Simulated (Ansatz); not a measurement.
**1T (CdI2-type) SnSe2**

Calculation: PBEsol+SOC (Ansatz, a quantum-chemistry and plane-wave program, PAW).

Numerical settings: plane-wave cutoff 520 eV, 12×12×6 k mesh (along the axes of the cell as run), Fermi–Dirac smearing 0.01 eV, PAW data made under PBE.

Cell: measured lattice: a = b = 3.8110 Å, c = 6.1400 Å, α = β = 90.00°, γ = 120.00°.

For 1T (CdI2-type) SnSe2, the band gap is 0.41 eV (indirect). The smallest direct gap on the k points sampled is 0.95 eV.

Measured, for comparison: band gap 0.98 eV (temperature not stated, no zero-point or thermal correction, indirect, our sources range from 0.98 to 1.06; as tabulated in Gonzalez and Oleynik (2016), arXiv:1609.04381). Computed (rounded) less measured: band gap -0.57 eV (-0.57 eV to -0.65 eV over the range).

Note: cell and atoms aren't relaxed at this level (pressure 0.2 GPa).
